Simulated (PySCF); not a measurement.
SMILES FCl, singlet at its CAM-B3LYP/def2-SVP optimised geometry (Å):

```
2

F     -0.8224     0.0000     0.0000
Cl     0.8224     0.0000     0.0000
```

Method: CAM-B3LYP/def2-TZVP (PySCF 2.14.0).

Map of the Laplacian of the electron density (e/bohr⁵) on the plane z = 1.0 Å:

```
|                           |
|                           |
|                           |
|                           |
|                           |
|                           |
|                           |
|                           |
|              ......       |
|        ......::--::.      |
|       .:---:--=++=-:.     |
|      .:=+*+==+****=-.     |
|      :=*%%#*+*####+=:.    |
|      :=#@@%#*#####*=:.    |
|      :=*%%#*+*####+=:.    |
|      .:=+*+==+****=-.     |
|       .:---:--=++=-:.     |
|        ......::--::.      |
|              ......       |
|                           |
|                           |
|                           |
|                           |
|                           |
|                           |
|                           |
|                           |
```
Scale: ten equal steps from 0.000 (start of ' ') to 0.161 (end of '@'), in the order ' .:-=+*#%@'; x runs from -3.00 to 3.00, y from -3.00 (bottom) to 3.00 (top).
